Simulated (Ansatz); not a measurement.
# SiHF (triplet): wave-function methods side by side at a displaced geometry (v2), cc-pVDZ

How much of the correlation energy of SiHF (triplet) does each wave-function method recover here?

Computed with Ansatz 0.2.0, Gaussian basis. Level: cc-pVDZ, core rule «outside noble gas», up to 6 orbitals frozen.

The runs, in order: UHF; CCSD(T) on ROHF; CCSD(T) on UHF; BCCD(T) on ROHF; CISD; CCSDT(Q) on ROHF; CCSDT(Q) on UHF.

37 further runs of the same task are left out: 14 for a known fault of the program, 12 that didn't finish, 11 set aside as unsound or not needed.

### 1 The geometry

The geometry is a PBE0/def2-TZVP stationary point (not a proven minimum) with its atoms shifted at random (size 0.100 Å).

3 atoms, charge 0, spin multiplicity 3.

Atoms are counted from 1 here; the program's logs count them from 0.

Bond lengths: Si1–F2 1.604 Å, Si1–H3 1.477 Å. Angles: F2–Si1–H3 113.7°.

### 2 UHF

Contents of in.yaml:

```yaml
crystal:
  periodic: [false, false, false]
  atoms:
    - {symbol: Si, position_ang: [0.066982, -0.102501, 0.609703]}
    - {symbol: F, position_ang: [-0.097892, 0.090048, -0.974186]}
    - {symbol: H, position_ang: [-0.021271, 1.158827, 1.373252]}
basis:
  gaussian: {orbitals: cc-pVDZ}
magnetization: {spin_polarized: true, initial_magnetization: 2}
hamiltonian: {xc: hf}
output: {orbitals: {seedname: orbitals}}
```

Started as:

```sh
> ansatz run in.yaml --threads 1 --pin off --events-out ev --progress --plain --max-ram 2393MiB
```

The runs that follow: CCSD(T) on ROHF; CCSD(T) on UHF; BCCD(T) on ROHF; CISD; CCSDT(Q) on ROHF; CCSDT(Q) on UHF.

Q: Predict the results of all the runs planned. Wanted: UCCSDT(Q) below the RHF energy; RMP2 from UCCSDT(Q); UMP2 from UCCSDT(Q); RCCSD from UCCSDT(Q); RCCSD(T) from UCCSDT(Q); UCCSD(T) from UCCSDT(Q); RCCSDT(Q) from UCCSDT(Q); T1 diagnostic.

The runs gave:

| quantity | value |
| --- | --- |
| UCCSDT(Q) below the RHF energy | -7.4318 eV |
| RMP2 from UCCSDT(Q) | +584.2 meV |
| UMP2 from UCCSDT(Q) | +576.6 meV |
| RCCSD from UCCSDT(Q) | +160.4 meV |
| RCCSD(T) from UCCSDT(Q) | +31.3 meV |
| UCCSD(T) from UCCSDT(Q) | +30.9 meV |
| RCCSDT(Q) from UCCSDT(Q) | +2.5 meV |
| levels within 1 kcal/mol (43 meV) | RCCSD(T), UCCSD(T), BCCD(T), RCCSDT, UCCSDT, RCCSDT(Q) |
| T1 diagnostic | 0.021 |

**Reading.** RCCSD(T) lands +31.3 meV from the yardstick (0.4 % of the correlation energy). These misses are within one basis, not against nature; the frozen cores of restricted and unrestricted runs differ, which can shift their rows.
